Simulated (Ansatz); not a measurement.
# CH4BF: the cost of one run

Method: RKS r2SCAN-D4/6-31G*, in Ansatz 0.2.0.

**1. The structure to begin with**

Bond lengths: B1–C2 1.800 Å, C2–H3 1.110 Å, C2–H4 1.110 Å, C2–H5 1.110 Å, B1–F7 1.320 Å. Angles: B1–C2–H3 74.9°, B1–C2–H4 132.6°, B1–C2–H5 113.1°, H3–C2–H4 109.4°, H3–C2–H5 109.4°, H4–C2–H5 109.4°, C2–B1–F7 156.1°.

As a file:

```xyz
7

B     0.0000    0.0000    0.0000
C     1.0599    0.0000    1.4549
H     0.0603   -0.3092    1.8254
H     1.8275   -0.7111    1.8254
H     1.2919    1.0203    1.8254
H     1.3894    0.0000   -0.0408
F    -1.1431    0.0000   -0.6600
```

**2. Pulling towards end A**

Springs on the bonds that form and break draw the guess towards this end; the thresholds are loose.

input.yaml

```yaml
crystal:
  periodic: [false, false, false]
  atoms:
    - { symbol: B, position_ang: [0.0, 0.0, 0.0] }
    - { symbol: C, position_ang: [1.0599, 0.0, 1.4549] }
    - { symbol: H, position_ang: [0.0603, -0.3092, 1.8254] }
    - { symbol: H, position_ang: [1.8275, -0.7111, 1.8254] }
    - { symbol: H, position_ang: [1.2919, 1.0203, 1.8254] }
    - { symbol: H, position_ang: [1.3894, 0.0, -0.0408] }
    - { symbol: F, position_ang: [-1.1431, 0.0, -0.66] }
basis:
  gaussian: { orbitals: "6-31G*" }
hamiltonian:
  xc: r2scan
  dispersion: d4
relax:
  f_tol: 0.15
  max_steps: 25
  restrain:
    - { distance: [1, 5], at: 2.31, k: 30.0 }
    - { distance: [0, 1], at: 1.6, k: 30.0 }
    - { distance: [0, 5], at: 1.19, k: 30.0 }
```

Launch:

```console
$ ansatz run input.yaml --threads 1 --pin off --max-ram 2048MiB --backend cpu --events-out ev --progress --plain --runs-dir out
```

What time and memory should one allow on 1 thread of Arm Neoverse V2, shared host?

About 20 s, with a peak of 0.13 GiB.
